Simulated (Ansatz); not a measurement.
C4H8O can be A, `C/C=C/CO`, or B, `OCC1CC1`.

Program: Ansatz. Geometries: PBE0-D4/def2-TZVP. ΔE: electronic, gas phase. CCSD(T)/CBS is the MP2 limit (def2-TZVPP, def2-QZVPP) plus CCSD(T) − MP2 in def2-TZVPP, frozen cores. Functionals use def2-TZVPP. B3LYP here is the variant with VWN-RPA as its local correlation; programs differ in this. Each species was taken in one conformer, which may not be the lowest.

Q: Which is lower in electronic energy at CCSD(T)/CBS, and by how much? (An estimate is asked.)

A: Computed: A, by 29.8 kJ/mol.

Q: Give E(B) − E(A) in kJ/mol with B3LYP-D4, CCSD(T)/def2-TZVPP, ωB97M-V, PBE0-D4, CCSD/def2-TZVPP, MP2/def2-TZVPP, PBE-D4. (Best estimate.)

A: The calculation gave: B3LYP-D4 38.4, CCSD(T)/def2-TZVPP 28.3, ωB97M-V 22.8, PBE0-D4 16.5, CCSD/def2-TZVPP 27.4, MP2/def2-TZVPP 17.9, PBE-D4 24.1. None reverses the order clearly.

Largest T1 diagnostic: 0.010.

From PBE to PBE0 (25 % exact exchange), in def2-TZVPP and without D4, E(B) − E(A) moves by −7.8 kJ/mol. In def2-TZVPP, CCSD(T) changes the Hartree–Fock value by −12.7 kJ/mol (the triples alone add +0.9 kJ/mol) and MP2 by −23.1 kJ/mol.
